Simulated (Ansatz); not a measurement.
**AlBH (quartet): wave-function methods side by side, def2-TZVPP**

One table from this session's results is given with a row withheld; the runs are named, their logs left out.

Computed with Ansatz 0.2.0, Gaussian basis. Level: def2-TZVPP, core rule «outside noble gas», up to 6 orbitals frozen.

The runs, in order: UHF; ROHF; CCSD(T) on UHF.

## The geometry

The geometry is a PBE0/def2-TZVP stationary point (not a proven minimum).

3 atoms, charge 0, spin multiplicity 4.

Atoms are counted from 1 here; the program's logs count them from 0.

Bond lengths: B1–Al2 1.937 Å, Al2–H3 1.577 Å. Angles: B1–Al2–H3 180.0°.

Set-up of the first run:

Input file in.yaml:

```yaml
crystal:
  periodic: [false, false, false]
  atoms:
    - {symbol: B, position_ang: [0.000000, 0.000000, 1.817000]}
    - {symbol: Al, position_ang: [0.000000, 0.000000, -0.120000]}
    - {symbol: H, position_ang: [0.000000, 0.000000, -1.697000]}
basis:
  gaussian: {orbitals: def2-TZVPP}
magnetization: {spin_polarized: true, initial_magnetization: 3}
hamiltonian: {xc: hf}
output: {orbitals: {seedname: orbitals}}
```

Command:

```
> ansatz run in.yaml --threads 1 --pin off --events-out ev --progress --plain --max-ram 2816MiB --backend cpu
```

Among the steps run: UHF; ROHF; CCSD(T) on UHF.

One of the session's tables, all rows but one given; the rest of the session is left out.

It belongs to the step «Misses and costs». 

```
  method  from UCCSD(T) (meV)
    ROHF              +4003.5
     UHF              +3955.5
    UMP2                    ?
   UCCSD               +177.4
UCCSD(T)                    0
```

**Question.** Estimate the row for UMP2.

The run gave: from UCCSD(T) (meV): +877.7. In the column «from UCCSD(T) (meV)» it lies between UCCSD (+177.4) and UHF (+3955.5).

With the free atoms at the same levels and basis (separate runs), the atomisation energy is 4.399 eV at UCCSD(T), 3.806 eV at ROHF.
